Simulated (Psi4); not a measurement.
Psi4 input (wB97X-D/6-311+G**):

```
memory 1500 MB

molecule {
1 1
N    -0.00157683   -0.00024839    1.30348651
C     0.00170413    0.00026845   -1.40872082
C     0.00242832    1.18429545    0.66375975
C    -0.00403366   -1.18454834    0.66330053
C    -0.00242719   -1.20598434   -0.71362886
C     0.00415317    1.20625623   -0.71316122
H     0.00301286    0.00047461   -2.49058434
H     0.00410240    2.07112659    1.28013971
H    -0.00719860   -2.07161432    1.27933659
H    -0.00438966   -2.15440561   -1.23046542
H     0.00736564    2.15487440   -1.22963003
H    -0.00280348   -0.00044162    2.31750162
symmetry c1
no_reorient
no_com
}

set {
  basis 6-311+G**
  reference rks
  scf_type df
  df_basis_scf def2-universal-jkfit
  dft_radial_points 99
  dft_spherical_points 590
  e_convergence 1e-8
  d_convergence 1e-7
  maxiter 150
}

e = energy('wb97x-d')
print_out(f'\nFINAL {e:.10f} DIPOLE {variable("CURRENT DIPOLE")[0]:.6f} {variable("CURRENT DIPOLE")[1]:.6f} {variable("CURRENT DIPOLE")[2]:.6f}\n')
```

Output:

```
   => Loading Basis Set <=

    Name: 6-311+G**
    Role: ORBITAL
    Keyword: BASIS
    atoms 1    entry N          line   150 file 6-311pgss.gbs
    atoms 2-6  entry C          line   129 file 6-311pgss.gbs
    atoms 7-12 entry H          line    42 file 6-311pgss.gbs

   => WB97X-D: Empirical Dispersion <=

    Chai and Head-Gordon Dispersion Correction
    Chai, J.-D.; Head-Gordon, M. (2010), J. Chem. Phys., 132: 6615-6620

        s6 =       1.000000

         ---------------------------------------------------------
                                   SCF
               by Justin Turney, Rob Parrish, Andy Simmonett
                          and Daniel G. A. Smith
                              RKS Reference
         ---------------------------------------------------------

  ==> Geometry <==

    Molecular point group: c1
    Full point group: C1

    Geometry (in Angstrom), charge = 1, multiplicity = 1:

       Center              X                  Y                   Z               Mass
    ------------   -----------------  -----------------  -----------------  -----------------
         N           -0.001576830000    -0.000248390000     1.303486510000    14.003074004430
         C            0.001704130000     0.000268450000    -1.408720820000    12.000000000000
         C            0.002428320000     1.184295450000     0.663759750000    12.000000000000
         C           -0.004033660000    -1.184548340000     0.663300530000    12.000000000000
         C           -0.002427190000    -1.205984340000    -0.713628860000    12.000000000000
         C            0.004153170000     1.206256230000    -0.713161220000    12.000000000000
         H            0.003012860000     0.000474610000    -2.490584340000     1.007825032230
         H            0.004102400000     2.071126590000     1.280139710000     1.007825032230
         H           -0.007198600000    -2.071614320000     1.279336590000     1.007825032230
         H           -0.004389660000    -2.154405610000    -1.230465420000     1.007825032230
         H            0.007365640000     2.154874400000    -1.229630030000     1.007825032230
         H           -0.002803480000    -0.000441620000     2.317501620000     1.007825032230

  Running in c1 symmetry.

  Rotational constants: A =      0.19469  B =      0.19069  C =      0.09633 [cm^-1]
  Rotational constants: A =   5836.56029  B =   5716.79714  C =   2888.02899 [MHz]
  Nuclear repulsion =  216.952193635372851

  Charge       = 1
  Multiplicity = 1
  Electrons    = 42
  Nalpha       = 21
  Nbeta        = 21

  ==> Algorithm <==

  SCF Algorithm Type is DF.
  DIIS enabled.
  MOM disabled.
  Fractional occupation disabled.
  Guess Type is SAD.
  Energy threshold   = 1.00e-08
  Density threshold  = 1.00e-07
  Integral threshold = 1.00e-12

  ==> Primary Basis <==

  Basis Set: 6-311+G**
    Blend: 6-311+G**
    Number of shells: 84
    Number of basis functions: 168
    Number of Cartesian functions: 174
    Spherical Harmonics?: true
    Max angular momentum: 2

  ==> DFT Potential <==

   => LibXC <=

    Version 7.1.2
    S. Lehtola, C. Steigemann, M. J. T. Oliveira, and M. A. L. Marques,  SoftwareX 7, 1–5 (2018) (10.1016/j.softx.2017.11.002)

   => Composite Functional: WB97X-D <=

    wB97X-D Hyb-GGA Exchange-Correlation Functional

    J.-D. Chai and M. Head-Gordon,  Phys. Chem. Chem. Phys. 10, 6615–6620 (2008) (10.1039/B810189B)

    Deriv               =              1
    GGA                 =           TRUE
    Meta                =          FALSE

    Exchange Hybrid     =           TRUE
    MP2 Hybrid          =          FALSE

   => Exchange-Correlation Functionals <=

    1.0000   wB97X-D range-separated functional

   => Exact (HF) Exchange <=

    0.7780            HF,LR [omega = 0.2000]
    0.2220               HF

   => LibXC Density Thresholds  <==

    XC_HYB_GGA_XC_WB97X_D:  1.00E-14

   => Molecular Quadrature <=

    Radial Scheme          =       TREUTLER
    Pruning Scheme         =           NONE
    Nuclear Scheme         =       TREUTLER

    Blocking Scheme        =         OCTREE
    BS radius alpha        =              1
    Pruning alpha          =              1
    Radial Points          =             99
    Spherical Points       =            590
    Total Points           =         659281
    Total Blocks           =           4559
    Max Points             =            256
    Max Functions          =            168
    Weights Tolerance      =       1.00E-15

   => Loading Basis Set <=

    Name: DEF2-UNIVERSAL-JKFIT
    Role: JKFIT
    Keyword: DF_BASIS_SCF
    atoms 1    entry N          line   258 file def2-universal-jkfit.gbs
    atoms 2-6  entry C          line   198 file def2-universal-jkfit.gbs
    atoms 7-12 entry H          line    18 file def2-universal-jkfit.gbs

  ==> Integral Setup <==

  SCF_SUBTYPE=INCORE selected. In-core MEM_DF algorithm will be used.
  Using in-core AOs.

  ==> MemDFJK: Density-Fitted J/K Matrices <==

    J tasked:                   Yes
    K tasked:                   Yes
    wK tasked:                  Yes
    Omega:                2.000E-01
    Algorithm:                 Core
    Schwarz Cutoff:           1E-12
    Mask sparsity (%):       1.2543
    Fitting Condition:        1E-10

   => Auxiliary Basis Set <=

  Basis Set: DEF2-UNIVERSAL-JKFIT
    Blend: DEF2-UNIVERSAL-JKFIT
    Number of shells: 186
    Number of basis functions: 560
    Number of Cartesian functions: 658
    Spherical Harmonics?: true
    Max angular momentum: 4

  Cached 25.0% of DFT collocation blocks in 0.636 [GiB].

  Minimum eigenvalue in the overlap matrix is 1.8610482255E-05.
  Reciprocal condition number of the overlap matrix is 1.6102140853E-06.
    Using symmetric orthogonalization.

  ==> Pre-Iterations <==

  SCF Guess: Superposition of Atomic Densities via on-the-fly atomic UHF (no occupation information).

   -------------------------
    Irrep   Nso     Nmo
   -------------------------
     A        168     168
   -------------------------
    Total     168     168
   -------------------------

  ==> Iterations <==

                           Total Energy        Delta E     RMS |[F,P]|

   @DF-RKS iter SAD:  -248.49708512696839   -2.48497e+02   0.00000e+00
   @DF-RKS iter   1:  -248.44111536216050    5.59698e-02   3.58058e-03 DIIS/ADIIS
   @DF-RKS iter   2:  -248.53464255509834   -9.35272e-02   2.57852e-03 DIIS/ADIIS
   @DF-RKS iter   3:  -248.62481426787562   -9.01717e-02   3.86397e-04 DIIS/ADIIS
   @DF-RKS iter   4:  -248.62659862569993   -1.78436e-03   1.87461e-04 DIIS/ADIIS
   @DF-RKS iter   5:  -248.62707719497124   -4.78569e-04   4.22727e-05 DIIS
   @DF-RKS iter   6:  -248.62709857885784   -2.13839e-05   1.41254e-05 DIIS
   @DF-RKS iter   7:  -248.62710085640526   -2.27755e-06   2.43575e-06 DIIS
   @DF-RKS iter   8:  -248.62710097921837   -1.22813e-07   8.08216e-07 DIIS
   @DF-RKS iter   9:  -248.62710099122265   -1.20043e-08   2.63248e-07 DIIS
   @DF-RKS iter  10:  -248.62710099430558   -3.08293e-09   7.52416e-08 DIIS
  Energy and wave function converged.

  ==> Post-Iterations <==

   Electrons on quadrature grid:
      Ntotal   =   42.0000011520 ; deviation = 1.152e-06

    Orbital Energies [Eh]
    ---------------------

    Doubly Occupied:

       1A    -14.733695     2A    -10.554928     3A    -10.554915
       4A    -10.515184     5A    -10.502758     6A    -10.502740
       7A     -1.322685     8A     -1.132417     9A     -1.097530
      10A     -0.962839    11A     -0.958628    12A     -0.886920
      13A     -0.799493    14A     -0.791002    15A     -0.756083
      16A     -0.740259    17A     -0.737229    18A     -0.661942
      19A     -0.659072    20A     -0.592523    21A     -0.559005

    Virtual:

      22A     -0.194135    23A     -0.154609    24A     -0.097251
      25A     -0.057300    26A     -0.054887    27A     -0.036344
      28A     -0.034422    29A     -0.032988    30A     -0.031064
      31A     -0.003263    32A      0.006331    33A      0.011534
      34A      0.013519    35A      0.014934    36A      0.044097
      37A      0.049646    38A      0.052708    39A      0.058056
      40A      0.065611    41A      0.069376    42A      0.070343
      43A      0.093995    44A      0.096908    45A      0.107987
      46A      0.118927    47A      0.130039    48A      0.132022
      49A      0.132696    50A      0.137278    51A      0.152982
      52A      0.165555    53A      0.175419    54A      0.180356
      55A      0.193647    56A      0.195526    57A      0.222410
      58A      0.222629    59A      0.341340    60A      0.374890
      61A      0.378122    62A      0.414040    63A      0.425898
      64A      0.437048    65A      0.441402    66A      0.453428
      67A      0.468420    68A      0.493349    69A      0.507576
      70A      0.507847    71A      0.524727    72A      0.537525
      73A      0.594218    74A      0.598762    75A      0.621491
      76A      0.630787    77A      0.660662    78A      0.670746
      79A      0.707131    80A      0.708547    81A      0.728319
      82A      0.732429    83A      0.733166    84A      0.742809
      85A      0.768618    86A      0.823099    87A      0.836544
      88A      0.892064    89A      0.893882    90A      0.939647
      91A      0.946742    92A      0.980264    93A      0.982624
      94A      1.035880    95A      1.050324    96A      1.196408
      97A      1.345092    98A      1.372845    99A      1.384539
     100A      1.404081   101A      1.450734   102A      1.480093
     103A      1.487094   104A      1.491590   105A      1.520130
     106A      1.542770   107A      1.581597   108A      1.613112
     109A      1.639848   110A      1.655053   111A      1.690024
     112A      1.714640   113A      1.745862   114A      1.747065
     115A      1.818269   116A      1.822992   117A      1.845501
     118A      1.847291   119A      1.872819   120A      1.932821
     121A      1.987672   122A      2.021281   123A      2.047266
     124A      2.084707   125A      2.286823   126A      2.308061
     127A      2.310273   128A      2.340173   129A      2.351467
     130A      2.398799   131A      2.403297   132A      2.473700
     133A      2.538911   134A      2.590863   135A      2.601396
     136A      2.610572   137A      2.653424   138A      2.654662
     139A      2.662677   140A      2.706765   141A      2.721502
     142A      2.726662   143A      2.788265   144A      2.802002
     145A      2.824447   146A      2.917199   147A      2.946108
     148A      2.953999   149A      3.088108   150A      3.270748
     151A      3.326552   152A      3.418626   153A      3.486198
     154A      3.615130   155A      3.684663   156A      3.744934
     157A      3.898717   158A      3.942755   159A      4.004887
     160A      4.294406   161A      4.717317   162A      5.112608
     163A     23.574891   164A     23.820234   165A     23.941100
     166A     24.036759   167A     24.091954   168A     35.533128

    Final Occupation by Irrep:
              A
    DOCC [    21 ]
    NA   [    21 ]
    NB   [    21 ]

  @DF-RKS Final Energy:  -248.62710099430558

   => Energetics <=

    Nuclear Repulsion Energy =            216.9521936353728506
    One-Electron Energy =                -754.2863507642410923
    Two-Electron Energy =                 313.4932736482690530
    DFT Exchange-Correlation Energy =     -24.7820322223946476
    Empirical Dispersion Energy =          -0.0041852913117408
    VV10 Nonlocal Energy =                  0.0000000000000000
    Total Energy =                       -248.6271009943055788

Computation Completed

Properties will be evaluated at   0.000000,   0.000000,   0.000000 [a0]

Properties computed using the SCF density matrix

 Multipole Moments:

 ------------------------------------------------------------------------------------
     Multipole            Electronic (a.u.)      Nuclear  (a.u.)        Total (a.u.)
 ------------------------------------------------------------------------------------

 L = 1.  Multiply by 2.5417464519 to convert [e a0] to [Debye]
 Dipole X            :         -0.0009022           -0.0000001           -0.0009022
 Dipole Y            :         -0.0001422            0.0000000           -0.0001421
 Dipole Z            :          0.7458399           -0.0000000            0.7458398
 Magnitude           :                                                    0.7458404

 ------------------------------------------------------------------------------------

FINAL -248.6271009943 DIPOLE -0.000902 -0.000142 0.745840

*** Psi4 exiting successfully. Buy a developer a beer!
```

The dipole moment of an ion depends on the origin.
